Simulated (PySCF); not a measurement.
Dissociation curve of SMILES CCl. The C1–Cl5 bond (C1 also carries H, H, H; Cl5 carries nothing else) is pulled apart rigidly from the PBE0/def2-TZVP optimised geometry. Each curve is given relative to its own lowest point near equilibrium.

```
R / Å     A     B     C
-----  ----  ----  ----
1.43   86.8  63.6  63.9
1.49   57.9  39.2  39.4
1.59   26.4  14.5  14.5
1.66   13.3   5.4   5.3
1.71    7.2   1.8   1.8
1.77    2.6   0.0   0.0
1.84    0.2   0.4   0.5
1.87    0.0   1.1   1.3
1.96    1.5   5.1   5.6
2.05    5.4  10.8  11.6
2.18   14.0  20.5  22.1
2.41   29.3  38.8  41.9
2.69   39.3  59.1  62.8
2.96   44.1  75.0  74.2
3.21   46.5  86.6  80.3
3.53   48.0  97.6  84.6
3.91   48.8     —  87.1
4.35   49.2     —  88.2
4.75   49.4     —  88.5
5.35   49.5     —  88.6
6.26   49.5     —  88.7
```

Energies in kcal/mol.

Q: Which curve belongs to which method? The methods are PySCF with restricted r2SCAN/cc-pVDZ; unrestricted Hartree-Fock/3-21G in PySCF 2.14.0; unrestricted CAM-B3LYP/cc-pVDZ (PySCF).

A: A is UHF/3-21G; B is RKS-r2SCAN; C is UKS-CAM-B3LYP.

Dashes: no converged value, or the column stops at the first point that the program doubted or that broke a chosen test of continuity, which isn't proof of a fault.

The restricted form behind RKS-r2SCAN keeps the bonding electrons paired and can't separate into open-shell fragments. The unrestricted determinant behind UKS-CAM-B3LYP is spin-contaminated at 2.69 to 6.26 Å (<S²> up to 1.0, against 0.00 for a pure singlet). The unrestricted determinant behind UHF/3-21G is spin-contaminated at 2.41 to 6.26 Å (<S²> up to 1.0, against 0.00 for a pure singlet).
